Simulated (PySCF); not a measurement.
Molecule: fluoroacetonitrile (N#CCF, C2H2FN).

Bonds (- single, = double, # triple, : aromatic): N1#C2 1.156 Å, C2-C3 1.466 Å, C3-F4 1.359 Å. C3 carries H5, H6.

Geometry PBE0-D3(BJ)/def2-SVP throughout; GIAO in PySCF 2.14.0 with density-fitted response routines, gas phase, one conformer, non-relativistic; equivalent atoms averaged; functional PBE0.

Task: How do the absolute shieldings σ depend on the basis set? (ppm; last column core-seconds on shared hosts with different chips, so compare them loosely)

Result: 
```tsv
basis set	functions	N1	C2	C3	F4	H5/H6	core-s
STO-3G	22	62.9	143.8	181.7	450.7	29.52	1.1
6-31G	40	-21.3	85.3	134.9	438.6	27.53	2.3
pcSseg-0	40	-66.6	61.2	120.4	464.7	27.50	2.2
6-31G*	60	-15.5	87.8	130.2	443.4	27.21	2.9
def2-SVP	66	-26.5	83.5	130.9	449.3	26.75	3
cc-pVDZ	66	-20.8	85.5	133.0	441.5	26.64	3.2
pcSseg-1	78	-57.2	64.7	117.2	436.2	26.42	6
aug-cc-pVDZ	110	-19.2	82.3	131.5	433.9	26.44	5.2
6-311+G(2d,p)	120	-45.8	67.7	120.7	430.8	26.69	5.3
def2-TZVP	136	-48.2	67.3	118.9	433.4	26.72	6.4
cc-pVTZ	148	-46.3	69.7	120.2	435.4	26.52	10
IGLO-III	160	-55.0	62.2	115.3	432.5	26.50	7.7
pcSseg-2	172	-57.9	61.3	115.0	432.5	26.45	5.8
```

Task: Which nucleus moves most, in ppm?

Result: N1 (nitrile nitrogen): from -66.6 ppm with pcSseg-0 to 62.9 ppm with STO-3G. The smallest spread is 3.10 ppm, at H5/H6. Proton shifts span only some 12 ppm, so a few tenths of a ppm matter as much there as several ppm in carbon.

Task: Taking the largest basis, pcSseg-2 (172 functions), as the yardstick, rank the others by their worst heavy-atom deviation.

Result: IGLO-III 2.9 ppm (160 functions), pcSseg-1 3.7 ppm (78 functions), def2-TZVP 9.7 ppm (136 functions), cc-pVTZ 11.6 ppm (148 functions), 6-311+G(2d,p) 12.1 ppm (120 functions), def2-SVP 31.4 ppm (66 functions), pcSseg-0 32.2 ppm (40 functions), 6-31G 36.6 ppm (40 functions), cc-pVDZ 37.1 ppm (66 functions), aug-cc-pVDZ 38.6 ppm (110 functions), 6-31G* 42.3 ppm (60 functions), STO-3G 120.8 ppm (22 functions).

A small basis that lands close on one nucleus may do so by chance; judge by the trend and by all nuclei.
